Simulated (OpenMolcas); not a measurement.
## How methods differ on LiH (SMILES [LiH])

LiH: 2 atoms, total charge 0, spin state singlet. SMILES: `[LiH]`. The bond length is the measured one.

```xyz
2

Li    0.0000    0.0000    0.0000
H     0.0000    0.0000    1.5957
```

Each level gives the energy change with the Li1–H2 bond stretched from 1.596 to 1.995 Å (eV). The values are calculated.

```csv
level,kind,program,value (eV),less FCI/6-31G**,CPU time (all runs)
HF/6-31G** (spherical functions) (restricted),Hartree–Fock,OpenMolcas,0.30,+0.03,3.1 s
r2SCAN/6-31G** (spherical functions) (restricted),meta-GGA,OpenMolcas,0.28,+0.01,6.8 s
M06-2X/6-31G** (spherical functions) (restricted),hybrid meta-GGA,OpenMolcas,0.32,+0.05,6.5 s
B2PLYP/6-31G** (spherical functions) (restricted),double hybrid,OpenMolcas,0.31,+0.04,5.5 s
"CASPT2(2,5)/6-31G** (spherical functions)",multireference,OpenMolcas,0.27,0.00,3.3 s
"MC-PDFT[tPBE](2,5)/6-31G** (spherical functions)",multireference,OpenMolcas,0.29,+0.02,3.6 s
"MRCI(2,5)/6-31G** (spherical functions)",multireference,OpenMolcas,0.27,0.00,3.5 s
FCI/def2-SVP,exact in the basis,OpenMolcas,0.32,+0.05,4 s
FCI/6-31G** (spherical functions),exact in the basis,OpenMolcas,0.27,0.00,4.6 s
```

FCI/6-31G** (spherical functions) is exact within its basis and frozen core, so for wave-function methods in that basis the difference is their error; functionals converge differently with the basis, so for them it is only a difference. The first shape isn't each level's own minimum. The values span 0.27 to 0.32 eV. CPU times are rough (shared hosts, several kinds of processor): they show what a rung costs within a factor of a few.
